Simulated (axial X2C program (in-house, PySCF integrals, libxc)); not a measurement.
## PF along the bond: PBE0, two-component

Calculated with an in-house all-electron X2C program for linear molecules (integrals from PySCF). Two-component (2c) means X2C with spin–orbit coupling and atomic mean-field two-electron Coulomb and Gaunt terms. Basis: P dyall-v3z [8s7p2d1f], F dyall-av3z [7s6p3d2f] (cores contracted in-house); Gaussian nuclei, density fitting, unrestricted open shells. Masses: P 30.974 u, F 18.998 u.

State: Ω = 1 (⟨Sz⟩ = 1.00, ⟨Lz⟩ = 0.00 at PBE0). Dipoles are positive if F is the positive end.

Results along the bond:

| R (Å) | μ (D) | HOMO (eV) | LUMO (eV) |
| --- | --- | --- | --- |
| 1.402 | 0.398 | -6.27 | -1.99 |
| 1.466 | -0.003 | -6.50 | -2.19 |
| 1.514 | -0.302 | -6.66 | -2.33 |
| 1.563 | -0.599 | -6.82 | -2.48 |
| 1.611 | -0.893 | -6.98 | -2.61 |
| 1.667 | -1.231 | -7.15 | -2.76 |
| 1.724 | -1.562 | -7.32 | -2.91 |
| 1.796 | -1.975 | -7.52 | -3.09 |
| 1.885 | -2.461 | -7.75 | -3.29 |
| 2.014 | -3.124 | -8.05 | -3.55 |

The state is a single determinant with fixed occupations, the lowest that a limited PBE0 search found. Density functionals use the spin component along the axis (collinear). With several unpaired electrons one determinant need not be a pure state. Open-shell Ω = 0 determinants with evenly filled partner blocks cannot be reached by this program, so the Ω shown need not be the lowest component. This is the Ω = 1 component of a π² triplet; the 0⁺ component is not one determinant and can lie lowest.
